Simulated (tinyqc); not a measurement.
Inside a calculation. Method: UKS/B3LYP (VWN-RPA form) in the sto-3g basis, for NH, spin multiplicity 3. One step of it, computed by the program tinyqc.

Question. Iteration 2: DIIS coefficients. Solve [B -1; -1 0][c; lambda] = [0; -1] for the coefficients, which sum to one.

B (overlaps of the stored error matrices):
$$\begin{pmatrix}
1.9083953e-01 & -2.1756766e-01 \\
-2.1756766e-01 & 3.3816008e-01
\end{pmatrix}$$

Give: DIIS coefficients.

Answer.

DIIS coefficients: [0.576, 0.424]
